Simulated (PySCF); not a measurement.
Gas-phase reaction: 2 Al2H6 + C3H8 + C5H8 (cyclic) = 4 AlH(CH3)2

Method: PySCF energies plus ideal-gas RRHO corrections (1 bar). † marks an energy on the PBE0/def2-TZVP geometry and frequencies; other levels use their own. MP2 freezes the core. All species are closed-shell singlets. B3LYP is the form with VWN-RPA correlation. Al2H6, AlH(CH3)2: computed as isolated molecules; such fragments, hydroxides, amides, oligomers or adducts are transient or little studied in the gas. MP2 isn't extrapolated to the basis-set limit.

MP2/def2-SVP† gives ΔH°(298 K) = -91 kJ.

What do ωB97X-V/def2-TZVP†, B3LYP/def2-TZVP†, PBE/def2-SVP give?

ωB97X-V/def2-TZVP†: -132 kJ; B3LYP/def2-TZVP†: -167 kJ; PBE/def2-SVP: -107 kJ. For scale, ΔH°(298 K) is -91 kJ at this level, -158 kJ at ωB97M-V/def2-TZVP†, and runs from -187 to -58 kJ over the 17 levels computed.
